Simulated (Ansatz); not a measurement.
# C₃H₃Cl: ionisation energy by level of theory

One table from this session's results is given with a row withheld; the runs are named, their logs left out.

Program: Ansatz 0.2.0, Gaussian basis. Level of theory: unrestricted cation, the program's frozen cores in correlated methods. These are calculated values, not measurements.

Levels to be run: UKS PBE-D4/def2-TZVPP; UKS r2SCAN-D4/def2-TZVPP; UKS PBE0-D4/def2-TZVPP; UKS B3LYP-D4/def2-TZVPP; UKS wB97X-V/def2-TZVPP; UKS wB97M-V/def2-TZVPP; UKS B2PLYP/def2-TZVPP; UHF-CCSD(T)/def2-TZVPP; UHF-MP2/def2-QZVPP; extrapolation to the limit; then −ε(HOMO) from the neutral's earlier runs with LDA (SPW92), PBE-D4, revPBE-D4, BLYP-D4, r2SCAN-D4, B97M-V, PBE0-D4, B3LYP-D4, r2SCANh-D4, r2SCAN0-D4, HSE06-D4, BHLYP-D4, CAM-B3LYP-D4, LC-ωPBE, ωB97X-V, ωB97M-V.

### The geometry

An earlier PBE0-D4 in a triple-zeta def2 set relaxation fixed the geometry.

SMILES `ClC1C=C1`, 7 atoms, charge 0, spin multiplicity 1.

Atoms are counted from 1 here; the program's logs count them from 0.

Bond lengths: Cl1–C2 1.799 Å, C2–C3 1.464 Å, C2–C4 1.464 Å, C2–H5 1.085 Å, C3–C4 1.296 Å, C3–H6 1.077 Å, C4–H7 1.077 Å. Angles: Cl1–C2–C3 119.8°, Cl1–C2–C4 119.8°, Cl1–C2–H5 107.8°, C3–C2–C4 52.5°, C3–C2–H5 124.0°, C4–C2–H5 124.0°, C2–C3–C4 63.7°, C2–C3–H6 145.7°, C4–C3–H6 150.4°, C2–C4–C3 63.7°, C2–C4–H7 145.7°, C3–C4–H7 150.5°.

The first run:

The input, in.yaml:

```yaml
crystal:
  periodic: [false, false, false]
  atoms:
    - {symbol: Cl, position_ang: [-2.034794, -0.503249, -0.535906]}
    - {symbol: C, position_ang: [-0.337578, 0.093716, -0.571569]}
    - {symbol: C, position_ang: [0.297324, 0.556522, 0.663966]}
    - {symbol: C, position_ang: [0.691462, -0.592108, 0.212459]}
    - {symbol: H, position_ang: [-0.161984, 0.537085, -1.546247]}
    - {symbol: H, position_ang: [0.321540, 1.324618, 1.418111]}
    - {symbol: H, position_ang: [1.285231, -1.484584, 0.313485]}
basis:
  gaussian: {orbitals: def2-TZVPP}
total_charge: 1
magnetization: {spin_polarized: true, initial_magnetization: 1}
hamiltonian: {xc: pbe, dispersion: d4}
```

Launch:

```sh
$ ansatz run in.yaml --threads 2 --pin off --events-out ev --progress --plain --max-ram 4352MiB
```

Among the steps run: Cation, UKS PBE-D4/def2-TZVPP; Cation, UKS r2SCAN-D4/def2-TZVPP; Cation, UKS PBE0-D4/def2-TZVPP; Cation, UKS B3LYP-D4/def2-TZVPP; Cation, UKS wB97X-V/def2-TZVPP; Cation, UKS wB97M-V/def2-TZVPP; Cation, UKS B2PLYP (frozen core)/def2-TZVPP; Cation, UHF-CCSD(T)/def2-TZVPP; Cation, UHF-MP2/def2-QZVPP.

One of the session's tables, all rows but one given; the rest of the session is left out.

For comparison, −ε(HOMO) of the neutral from earlier runs:

```
  functional  −ε(HOMO) (eV)
 LDA (SPW92)           6.63
      PBE-D4           6.49
   revPBE-D4           6.44
     BLYP-D4           6.34
   r2SCAN-D4           6.77
      B97M-V           6.87
     PBE0-D4           7.83
    B3LYP-D4              ?
  r2SCANh-D4           7.26
  r2SCAN0-D4           8.01
    HSE06-D4           7.43
    BHLYP-D4           9.05
CAM-B3LYP-D4           9.20
     LC-ωPBE          10.61
     ωB97X-V          10.23
     ωB97M-V          10.07
```

**Question.** Estimate the row for B3LYP-D4.

Worked estimate for «−ε(HOMO) (eV)». Against the share of exact exchange, BLYP-D4 (0, 6.34), BHLYP-D4 (0.5, 9.05) give a slope of 5.42 per unit share; at 0.2 the line stands at 7.42.

**Answer.** −ε(HOMO) (eV): 7.58. In «−ε(HOMO) (eV)» the line misses by -0.16.
